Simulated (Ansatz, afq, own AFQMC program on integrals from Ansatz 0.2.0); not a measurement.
**Ru, quintet in def2-SVP, levels against CCSDTQ**

A free Ru atom.

Basis def2-SVP with its core potentials. Noble-gas cores (and the filled d shells of Ga–Kr and In–Xe) are frozen. Integrals, coupled cluster, full CI and functionals: Ansatz 0.2.0; the random walks run on the same integrals in our own AFQMC program. ph-AFQMC/CISD is guided by a CISD state made of CCSD amplitudes; releasing the constraint for a short imaginary time cuts its bias at the price of noise, slowly where states lie close. Free projection: walkers drawn from exp(T), propagated without any constraint. Its projection time is finite, and what remains of the start isn't in its error. Uncertainties: one standard error, sampling alone. No spin–orbit coupling. The metal's outer-core s and p shells are frozen, which shifts wave-function levels against functionals.

Determinant: UHF, the one that the program's search chose, which needn't be the lowest solution.

No full CI on the walks' own integrals is used here; CCSDTQ serves as the reference and is uncertain by about the last step of the cluster series.

Cautions: no spin-orbit coupling; outer-core shells of the metal frozen; the ph-AFQMC/HF walk drifts between its halves (2.8 errors).

The T1 diagnostic is 0.0113, the weight of the determinant in the CISD state is 0.950 and the ⟨S²⟩ of the determinant is 6.003. The size of the correlated space is 8 electrons in 27 orbitals.

```tsv
level	correlation energy (eV)
MP2	-3.1835
CCSD	-3.3704
CCSD(T)	-3.4527
```

Task: Estimate where AFQMC with the constraint released lies against CCSD(T) on the same integrals.

Result: 0.16 ± 0.03 kcal/mol below CCSD(T).

Reference: CCSDTQ, correlation energy -3.462 eV. The released energy is read at 1.50 1/Eh (meV from the phaseless value at times in 1/Eh: -1.5 ± 1.6 at 0.24, -3.1 ± 1.2 at 0.50, -4.1 ± 1.2 at 1.00, -7.0 ± 1.2 at 1.50).

| level | E − E(reference) (kcal/mol) | share of correlation (%) |
| --- | --- | --- |
| CCSD(T) | 0.22 | 99.72 |
| CCSDT | 0.04 | 99.96 |
| CCSDT(Q) | 0.02 | 99.97 |
| ph-AFQMC/HF | 1.71 ± 0.29 | 97.85 |
| ph-AFQMC/CISD | 0.23 ± 0.04 | 99.71 |
| released AFQMC | 0.07 ± 0.03 | 99.92 |
| free AFQMC | -0.02 ± 0.02 | 100.03 |

CCSDT and higher add their correlation energy to the determinant of the CCSD(T) run, since their own runs factorise the integrals more tightly (a shift of under 2 meV). Free projections are given only where their last times agree within the noise and don't stop above the reference; a slow remainder of the start can still hide under it. A walk keeps the symmetry of its determinant, which the program's search chose and which needn't be the lowest solution, so a lower state of the same spin and another symmetry isn't excluded. Released energies are given only where the last usable release times agree within the noise; a slower fall can still hide under it.
